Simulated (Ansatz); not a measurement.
Input for Ansatz (development build ahead of 0.2.0):

```yaml
crystal:
  periodic: [false, false, false]
  atoms:
    - { symbol: C, position_ang: [0.0, 0.0, -0.17699] }
    - { symbol: H, position_ang: [0.0, 0.0, 1.06196] }
basis:
  gaussian: { orbitals: cc-pVTZ }
total_charge: 1
hamiltonian:
  xc: hf
correlation:
  method: mp2
  frozen_orbitals: { C: 1, H: 0 }
```

The input is written out in the form of the current development build from the run's settings.

The run gave:

```json
{
  "Converged": "yes",
  "Reference energy": "-37.90016 hartree",
  "Correlation energy": "-0.08618 hartree",
  "Total energy": "-37.98633 hartree",
  "Spin squared of the determinant": "0.000"
}
```
